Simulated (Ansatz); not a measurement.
Ansatz (a first-principles code) input (CCSD(T)/aug-cc-pV(D+d)Z):
A basis named .json is the Basis Set Exchange file of that set.

Ansatz 0.2 input:
```yaml
crystal:
  periodic: [false, false, false]
  atoms:
    - {symbol: C, position_ang: [-0.02414292, 1.12315603, 0.01877293]}
    - {symbol: S, position_ang: [0.01525850, -0.70984264, -0.01186463]}
    - {symbol: H, position_ang: [-1.05021111, 1.51794223, 0.00835545]}
    - {symbol: H, position_ang: [0.46073541, 1.53526110, 0.91534586]}
    - {symbol: H, position_ang: [0.49019726, 1.56534275, -0.84650488]}
basis:
  gaussian:
    orbitals: aug-cc-pV_D+d_Z.json
total_charge: -1
magnetization: {spin_polarized: false}
correlation: {method: ccsd_t, electrons: outside_noble_gas}
output: {forces: true}
```

End of the output:

```
cycle   6  -9.29034947 eV  change    6.2e-5 eV  update   3.5e-4
cycle   7  -9.29029633 eV  change    5.3e-5 eV  update   1.4e-4
cycle   8  -9.29030356 eV  change   -7.2e-6 eV  update   5.8e-5
cycle   9  -9.29031309 eV  change   -9.5e-6 eV  update   2.5e-5
cycle  10  -9.29030420 eV  change    8.9e-6 eV  update   8.6e-6
cycle  11  -9.29030295 eV  change    1.3e-6 eV  update   3.5e-6
perturbative correction -0.33535559 eV, -0.0123240906 hartree
the calculation of the forces begins
Total energy: -11905.20770491 eV, -437.5083135156 hartree
Atom 0 at    -0.024143     1.123156     0.018773 Å, force     0.001352    -0.062889    -0.001051 eV/Å
Atom 1 at     0.015258    -0.709843    -0.011865 Å, force     0.006039    -0.280958    -0.004696 eV/Å
Atom 2 at    -1.050211     1.517942     0.008355 Å, force    -0.399960     0.106185    -0.004875 eV/Å
Atom 3 at     0.460735     1.535261     0.915346 Å, force     0.190527     0.112953     0.349583 eV/Å
Atom 4 at     0.490197     1.565343    -0.846505 Å, force     0.202041     0.124709    -0.338960 eV/Å
Dipole moment:    -0.015263     0.710072     0.011868 e Å
```

It need not be the lowest isomer of its formula. Whether it binds its extra electron was not tested at this geometry.
